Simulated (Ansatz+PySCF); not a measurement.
Two shapes of doublet C3H7.

Shape 1:

```xyz
10

C     0.0054    0.5394    0.0000
C     0.0054   -0.2041    1.2916
C     0.0054   -0.2041   -1.2916
H    -0.3317    1.5709    0.0000
H     0.2126    0.4548    2.1385
H     0.2126    0.4548   -2.1385
H    -0.9199   -0.6670    1.4759
H     0.7584   -0.9997    1.2862
H     0.7584   -0.9997   -1.2862
H    -0.9199   -0.6670   -1.4759
```

Shape 2:

```xyz
10

C     0.0177    0.5456    0.0000
C     0.0177   -0.1980    1.2916
C     0.0177   -0.1980   -1.2916
H    -0.3194    1.5771    0.0000
H     0.2249    0.4609    2.1385
H     0.2249    0.4609   -2.1385
H    -0.9692   -0.6917    1.4881
H     0.7707   -0.9936    1.2862
H     0.7707   -0.9936   -1.2862
H    -0.9692   -0.6917   -1.4881
```

Basis set: cc-pVTZ (spherical functions). Frozen core: 3 orbitals. Correlation on ROHF uses semicanonical orbitals with singles. Charge 0, multiplicity 2.

Computed with Ansatz (development build ahead of 0.2.0) and PySCF 2.14.0; each method stands on the lowest determinant of its kind that the runs found.

Problem. Which shape is lower in energy, and by how much in each method?

Solution.

```tsv
method	E(2) − E(1) (eV)
ROHF	-0.026
UHF	-0.028
ROHF-MP2	-0.054
UHF-MP2	-0.054
```

Shape 2 is lower.
